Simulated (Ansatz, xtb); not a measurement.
C2H5B−: which of two isomers lies lower

Structure a: the doublet with the links of `[BH2-]=C[CH2]`. Structure b: the doublet with the links of `[CH2][BH-]=C`. Both are isolated ions in the gas phase, relaxed with PBE0-D3(BJ)/def2-SVPD; the shapes shown needn't be the lowest conformers.

a (Å):

```yaml
atoms:
  - { symbol: C, position_ang: [-0.7276, 1.7535, 1.1471] }
  - { symbol: C, position_ang: [-0.8742, 0.4745, 0.6172] }
  - { symbol: B, position_ang: [-0.7530, 2.1984, 2.5901] }
  - { symbol: H, position_ang: [-0.6063, 3.3803, 2.8956] }
  - { symbol: H, position_ang: [-0.9213, 1.3923, 3.5061] }
  - { symbol: H, position_ang: [-0.5717, 2.5358, 0.3822] }
  - { symbol: H, position_ang: [-1.0351, -0.3926, 1.2691] }
  - { symbol: H, position_ang: [-0.8372, 0.2715, -0.4600] }
```

b (Å):

| atom | x (Å) | y (Å) | z (Å) |
| --- | --- | --- | --- |
| C | -0.4757 | 2.7025 | 1.8609 |
| C | -0.7748 | 0.2390 | 0.9633 |
| B | -1.2603 | 1.4213 | 1.7596 |
| H | -0.7906 | 3.5895 | 2.4296 |
| H | -2.3456 | 1.3367 | 2.3535 |
| H | 0.4946 | 2.8398 | 1.3568 |
| H | 0.1804 | 0.2518 | 0.4138 |
| H | -1.3131 | -0.7144 | 0.8615 |

Q: Estimate E(b) − E(a) at the level CCSD(T)/def2-SVPD.

A: Too close to call at this level: CCSD(T)/def2-SVPD gives E(b) − E(a) = +0.076 eV.

How the difference moves with the method:

| level | geometry | E(b) − E(a) (eV) | departure from the last row (eV) | job, with rough time for the two |
| --- | --- | --- | --- | --- |
| GFN2-xTB | GFN2-xTB | +0.770 | +0.694 | optimisation, 0.71 s |
| HF/STO-3G | GFN2-xTB | −0.070 | −0.146 | single point, 1.1 s |
| r2SCAN-D4/def2-SVPD | GFN2-xTB | +0.117 | +0.041 | single point, 11 s |
| PBE0-D3(BJ)/def2-SVPD | PBE0-D3(BJ)/def2-SVPD | +0.155 | +0.079 | optimisation, 87 s |
| HF/def2-SVPD | PBE0-D3(BJ)/def2-SVPD | +0.063 | −0.012 | part of the CCSD(T) run |
| MP2/def2-SVPD | PBE0-D3(BJ)/def2-SVPD | +0.142 | +0.066 | part of the CCSD(T) run |
| CCSD(T)/def2-SVPD | PBE0-D3(BJ)/def2-SVPD | +0.076 |  | single point, 42 s |

As drawn, b has 1 C–B, 1 C–H in place of 1 C–C, 1 B–H.

HF/STO-3G puts the two in the other order. The largest departure from CCSD(T)/def2-SVPD is that of GFN2-xTB, 0.694 eV. MP2 in a larger basis moves the difference by +0.021 eV, a step that isn't added because spin contamination makes open-shell MP2 unreliable in this search.

With harmonic frequencies from PBE0-D3(BJ)/def2-SVPD (ideal gas, rigid rotor, one conformer each, 298.15 K, 1 atm): the zero-point term adds +0.007 eV; ΔH is +0.085 and ΔG +0.097 eV.

Open shells are spin-unrestricted, with notable spin contamination under HF/STO-3G, HF/def2-SVPD, MP2/def2-SVPD, CCSD(T)/def2-SVPD. The correlated steps freeze 3 core orbitals. Codes used: Ansatz 0.2.0, xtb 6.7.1; the last row on 2 threads of Intel(R) Xeon(R) Processor @ 2.50GHz (Skylake/Cascade Lake) on a shared host.
